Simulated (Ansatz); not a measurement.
System: rock-salt HfC. Method: LDA (Ansatz, a first-principles code, PAW).

Settings: plane-wave cutoff 520 eV, 16×16×16 k mesh, Fermi–Dirac smearing 0.1 eV, perturbation theory, scalar-relativistic PAW data made under PBE.

The cell has the measured lattice parameters. Conventional cell: a = 4.6400 Å, b = 4.6400 Å, c = 4.6400 Å, α = 90.00°, β = 90.00°, γ = 90.00°.

```yaml
crystal:
  lattice:
    - [0.00000, 2.32000, 2.32000]
    - [2.32000, 0.00000, 2.32000]
    - [2.32000, 2.32000, 0.00000]
  atoms:
    - { symbol: Hf, position: [0.00000, 0.00000, 0.00000] }
    - { symbol: C, position: [0.50000, 0.50000, 0.50000] }
```

Harmonic phonon frequencies (cm⁻¹; i marks an imaginary mode):

```csv
q point,frequencies
Γ,0 0 0 421 421 421
X,146 146 187 479 479 561
U,143 178 185 512 559 591
L,128 128 233 535 535 675
```

No imaginary mode appears at these points.

Note: the cell isn't this level's own, so it is under some stress, which shifts stiffness and frequencies.
